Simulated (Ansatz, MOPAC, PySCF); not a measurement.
Molecule: C$_{2}$H$_{6}$N, charge 0, multiplicity 2. SMILES: [CH2]CN
Geometry from a B3LYP-D3(BJ)/def2-TZVP (Ansatz, a program for electronic structure) optimisation:
```
C
H 1 1.0919
H 1 1.0919 2 107.00
N 1 1.4852 2 106.99 3 -114.39
H 4 1.0153 1 109.60 2 179.12
H 4 1.0153 5 106.18 1 -118.30
C 1 1.4856 2 111.07 3 121.37
H 7 1.0827 1 120.60 2 37.28
H 7 1.0827 8 117.47 1 -166.90
```
Charge 0, spin multiplicity 2.

Unscaled harmonic wavenumbers (cm⁻¹) in rising order, each level at the stationary point that it reaches from this structure (no distance between atoms moves by over 0.3 Å); the order of modes can differ between levels, and a negative number is imaginary. B3LYP-D3(BJ)/def2-TZVP (PySCF, at the structure above): 149, 304, 356, 586, 773, 861, 994, 1019, 1054, 1258, 1343, 1376, 1468, 1492, 1658, 3039, 3076, 3132, 3231, 3463, 3540.

AM1 (MOPAC): -177, 237, 430, 737, 811, 1017, 1019, 1164, 1230, 1300, 1345, 1375, 1404, 1436, 1729, 2968, 3039, 3224, 3236, 3414, 3460. Zero-point energy 49.4 against 48.8 kcal/mol; where all levels lie over 400 cm⁻¹, the wavenumbers are on average 1.043 times those of B3LYP-D3(BJ)/def2-TZVP. This level finds the structure a saddle point. The zero-point energy leaves imaginary modes out.

PM7 (MOPAC): -150, 238, 376, 841, 842, 1008, 1029, 1172, 1196, 1228, 1319, 1334, 1362, 1369, 1657, 2647, 2728, 2735, 2780, 2784, 2828. Zero-point energy 45.0 against 48.8 kcal/mol; where all levels lie over 400 cm⁻¹, the wavenumbers are on average 0.994 times those of B3LYP-D3(BJ)/def2-TZVP. This level finds the structure a saddle point. The zero-point energy leaves imaginary modes out.

HF/3-21G (Ansatz): 96, 303, 367, 555, 808, 825, 1033, 1064, 1082, 1372, 1475, 1503, 1592, 1657, 1846, 3229, 3266, 3279, 3383, 3652, 3749. Zero-point energy 51.7 against 48.8 kcal/mol; where all levels lie over 400 cm⁻¹, the wavenumbers are on average 1.055 times those of B3LYP-D3(BJ)/def2-TZVP.

HF/6-31G* (Ansatz): 136, 318, 370, 573, 821, 975, 1071, 1110, 1148, 1373, 1486, 1515, 1604, 1640, 1837, 3225, 3262, 3301, 3398, 3716, 3800. Zero-point energy 52.4 against 48.8 kcal/mol; where all levels lie over 400 cm⁻¹, the wavenumbers are on average 1.078 times those of B3LYP-D3(BJ)/def2-TZVP.
